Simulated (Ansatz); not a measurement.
Relaxed structures of CH4NaS (charge +1), singlet (PBE0-D4/def2-TZVP; forces vanish, vibrations not checked; lower isomers may exist, and structures with a doubtful reference or unclear bonds are left out; Å). Computed with Ansatz 0.2.0 (basis: def2-TZVPP); correlated methods freeze the cores. The outer core shell of Li, Na, Mg and K is correlated. The def2 sets are not built for correlating such inner shells, so the correlated values are less sure here.

(1) Rank them by CCSD(T) energy, lowest first, and give each one's height above the lowest. Links in brackets join atoms within 1.22 times the sum of their covalent radii (1.1 for two metals). (An estimate is asked for; the value comes from the calculation.)
A.
CH₄NaS ([Na][CH2][SH2]), total charge +1
```
7
angstrom
C -0.0813 0.0219 0.4252
S 1.5968 0.3577 0.2526
Na -0.8802 -2.1520 1.1163
H 1.8091 1.4776 -0.5018
H -0.6510 0.3138 -0.4566
H -0.3933 0.6017 1.2976
H 2.0020 -0.4475 -0.7503
```
B.
CH₄NaS ([CH2][SH][H][Na]), total charge +1
```
7
angstrom
C -0.6898 0.1207 -0.0051
S 0.8672 -0.1261 0.3673
Na 2.0123 -2.6989 3.0709
H -1.2911 -0.6098 -0.5265
H 1.2606 -1.2998 1.3766
H -1.1682 0.9166 0.5491
H 1.2691 -0.9672 -0.6028
```
C.
CH₄NaS ([CH3][SH][Na]), total charge +1
```
7
angstrom
C -0.6943 0.4844 -0.2236
S 1.0267 0.1560 0.2394
Na 1.2914 -2.0652 1.8228
H -1.1944 -0.4074 -0.5936
H -0.7123 1.2731 -0.9728
H -1.1921 0.8437 0.6763
H 1.4749 -0.2846 -0.9484
```

T1 diagnostic: at most 0.013. The restricted Hartree–Fock reference is unstable towards an unrestricted one at one or more of these structures.

Results:

(1) Computed: C (0.00 kcal/mol), A (49.89 kcal/mol), B (77.29 kcal/mol). Heights count from the lowest.

For scale, one of the runs: CCSD(T)/def2-TZVPP, 161 basis functions, launched by `ansatz run in.yaml --threads 2 --pin off --events-out ev --progress --plain --max-ram 4352MiB`. Time: 29 s of wall clock on 2 CPU threads of an Arm Neoverse V1; the host was shared. Peak host memory: 1.2 GiB.
